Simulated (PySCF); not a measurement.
System: rock-salt NaCl. Method: LNO-CCSD(T) in PySCF (GTH pseudopotentials, Gaussian basis).

The same calculation (at the measured cell, 22.427 Å³/atom) with different numerical settings; throughout: k mesh 2×2×2:

| run | basis | LNO threshold | total energy (eV/atom) | rough time |
|---|---|---|---|---|
| 1 | DZ | 3e-05 | -854.6733 | 2 core-min |
| 2 | DZ | 1e-05 | -854.6746 | 5 core-min |
| 3 | DZ | 3e-06 | -854.6712 | 20 core-min |
| 4 | TZ | 3e-05 | -856.4938 | 6 core-min |
| 5 | TZ | 1e-05 | -856.4783 | 40 core-min |
| 6 | TZ | 3e-06 | -856.4779 | 5 core-h |

In the column total energy (eV/atom) the first row differs from the last by +1.8046 and the next to last by -0.0004.

The last row is no converged limit: other settings stay fixed.
